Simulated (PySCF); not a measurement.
Adding and removing an electron: MgF

r²SCAN; PySCF, no relativity, basis sets Mg aug-pcseg-1, F aug-pcseg-1. Neutral (UKS): doublet (σ ↑), Re = 1.781 Å, ωe = 700 cm⁻¹, De = 4.86 eV, HOMO -5.10 eV, LUMO -3.20 eV.

MgF⁺ (UKS): singlet (closed shell), Re = 1.718 Å, ωe = 820 cm⁻¹, De = 4.27 eV to Mg⁺ + F. The energies at the minima are -299.86507 hartree for MgF and -299.57371 for MgF⁺.

Question: Work out the adiabatic ionisation energy, without and with harmonic zero-point energies (1 hartree = 27.2114 eV, 1 eV = 8065.5 cm⁻¹), and the change of the bond length.

Answer: At r²SCAN: 0.29136 hartree = 7.928 eV between the minima; the zero-point term (820.0 − 700.0)/2 cm⁻¹ = +0.007 eV makes it 7.936 eV. Re changes by -6.3 pm against the neutral. The electron leaves a σ orbital; in so polar a molecule the change of length follows mostly from the change of the ionic charges.

For an ion De counts to the pair picked by the measured ionisation energies or electron affinities, which need not be the lowest pair at this level. States were picked by a PBE0 search and need not be the measured ground states.
